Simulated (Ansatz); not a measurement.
Cubic BN, relaxed in Ansatz (plane waves) with several semilocal functionals. Each gives its own volume and its own elastic constant C11:

| level | V0 (Å³/atom) | elastic constant C11 (GPa) | ln V0 | ln C11 |
|---|---|---|---|---|
| LDA | 5.739 | 824.1 | 1.7473 | 6.7143 |
| r²SCAN+rVV10 | 5.865 | 825.8 | 1.7690 | 6.7164 |
| r²SCAN | 5.879 | 824.0 | 1.7714 | 6.7142 |
| revPBE | 6.025 | 762.7 | 1.7959 | 6.6369 |
| RPBE | 6.048 | 758.2 | 1.7997 | 6.6309 |
| BLYP | 6.064 | 769.0 | 1.8024 | 6.6451 |

Problem. Fit a straight line to ln C11 against ln V0. What does it predict for PBE, whose volume is 5.953 Å³/atom?

Solution. With x = ln V0 and y = ln C11: means 1.78095 and 6.67630; Σ(Δx Δy) = -0.004229, Σ(Δx²) = 0.002401, so the slope is -1.76. At x = 1.7839 the line gives y = 6.67630 + (-1.76) × (1.7839 − 1.78095) = 6.6711, or 789.3 GPa. The run with PBE gives 778.8 GPa, -1.3 % from the line. The rows used scatter about it by up to 2.1 %, while the largest value lies 9 % above the smallest.

Measured: 820 GPa (measured, temperature not stated, no zero-point or thermal correction; as tabulated in Råsander and Moram (2015), arXiv:1505.02379).

Ansatz's density-functional and Hartree–Fock values are scalar-relativistic unless marked +SOC, with PAW data made under PBE.

Ansatz is an electronic-structure program.
